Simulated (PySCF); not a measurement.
A structure optimised at PBE-D3(BJ)/def2-SVP, used in a PySCF frequency run:

```
O
C 1 1.3482
O 2 1.2101 1 125.75
H 2 1.1202 3 125.79 1 180.00
C 1 1.4364 2 115.22 4 180.00
H 5 1.1042 1 106.15 2 180.00
H 5 1.1087 6 110.42 1 120.18
H 5 1.1087 6 110.42 7 119.63
```
Charge 0, spin multiplicity 1.

Problem. Write its SMILES, formula and point group.

Solution. COC=O, C2H4O2, Cs

Problem. What are its rotational constants (standard atomic weights)?

Solution. 19.864, 6.8043, 5.2391 GHz
